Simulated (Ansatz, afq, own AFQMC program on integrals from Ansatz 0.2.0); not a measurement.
**CH$_{6}$ClFGeSi, singlet, reference energies and how methods fare**

```xyz
11

C    -0.8062   -1.2675    0.9755
Si    0.5463   -0.5447   -0.0719
F     1.9452   -0.6509    0.7552
Cl    0.7733   -1.7023   -1.7752
Ge    0.2656    1.7165   -0.7454
H    -0.9137   -0.6998    1.9129
H    -0.5723   -2.3142    1.2247
H    -1.7667   -1.2448    0.4388
H     0.1464    2.6370    0.4838
H     1.4662    2.1638   -1.5942
H    -1.0188    1.8499   -1.5835
```

Geometry: a PBE0/def2-SVP stationary point, not shown to be a minimum. Basis def2-SVP. Noble-gas cores (and the filled d shells of Ga–Kr and In–Xe) are frozen. Integrals, coupled cluster, full CI and functionals: Ansatz 0.2.0; the random walks run on the same integrals in our own AFQMC program. The CISD trial takes its coefficients from CCSD amplitudes. Released means that phaseless walkers are propagated on without the constraint, phases kept. Uncertainties: one standard error, sampling alone. No spin–orbit coupling.

Best estimates are CCSD(T) at the basis-set limit (def2-TZVPP/QZVPP) plus the step from CCSD(T) to the highest rung at hand in def2-SVP, named in the table (released AFQMC can keep some 10 meV of bias). Fragments are relaxed and keep their bonds. No zero-point, core-correlation or spin–orbit terms, no scalar relativity below Rb. Where CCSD(T) in the larger sets was too dear, only MP2 was extrapolated. Other levels are in def2-SVP, the functionals in def2-TZVP; a dash marks a level that is missing or breaks spin symmetry for a member.

Cautions: inner d shell frozen; no relativity below Rb; no spin-orbit coupling; CH₆ClFGeSi (singlet): the released value is read at 0.63 1/Eh with a noise of 16 meV, more than in the cases checked, later times being too noisy (meV from the phaseless value at times in 1/Eh: -6 ± 13 at 0.21, 0 ± 11 at 0.42, -3 ± 16 at 0.63, -10 ± 25 at 0.90); CH₆ClGeSi (doublet): the released value is read at 0.90 1/Eh with a noise of 10 meV, more than in the cases checked (meV from the phaseless value at times in 1/Eh: -17 ± 11 at 0.21, -27 ± 8 at 0.42, -28 ± 10 at 0.63, -32 ± 10 at 0.90).

```
                                   process  best estimate (kcal/mol)    highest rung
Si2–F3 → CH6ClGeSi (doublet) + F (doublet)               155.2 ± 0.4  released AFQMC
                             to free atoms               892.7 ± 0.4  released AFQMC
```

Errors against the best estimates in kcal/mol, the processes numbered in the order above:

```tsv
level	error, 1	error, 2
MP2	-5.7	-56.3
CCSD(T)	-13.2	-62.8
ph-AFQMC/CISD	-12.9 ± 0.3	-61.8 ± 0.2
CCSD(T)/CBS	0.4	-0.8
PBE	-3.7	-4.8
r2SCAN	-5.1	0.1
PBE0	-7.8	-12.7
B3LYP	-6.4	-18.5
wB97M-V	-0.3	-2.4
B2PLYP	-3.7	-20.5
```

Cost at the first geometry (cards were shared with other jobs): PBE0/def2-SVP, 8.5 s on 1 thread of AMD EPYC 7R13 Processor (Zen 3), on a shared host; RCCSD(T)/def2-SVP, 4 s on 1 × NVIDIA H100 80GB HBM3 with 1 thread of AMD EPYC 7R13 Processor (Zen 3), with other jobs on the host; CCSD(T)/def2-QZVPP, 110 s on 1 × NVIDIA H100 80GB HBM3 with 1 thread of AMD EPYC 7R13 Processor (Zen 3), with other jobs on the host; ph-AFQMC/CISD with release, 4.3 min on 1 × NVIDIA H100 80GB HBM3 with 2 threads of AMD EPYC 7R13 Processor (Zen 3) (shared host).

Best estimates are given only where the step beyond CCSD(T) is under 0.3 eV and no member's determinant is very poor (T1 over 0.05, or 0.07 for open shells, ⟨S²⟩ too high by 0.3, two states mixed), so the hardest cases are missing from such tables.

The functionals ran in a triple-zeta set and keep a basis error of their own, a few kJ/mol for each bond in atomization energies and more for double hybrids, so close places among them and the extrapolated levels can swap.

Each member of a difference takes its own highest rung, so a best estimate needn't equal the limit plus the step of one row. Released energies are given only where the last usable release times agree within the noise; a slower fall can still hide under it.
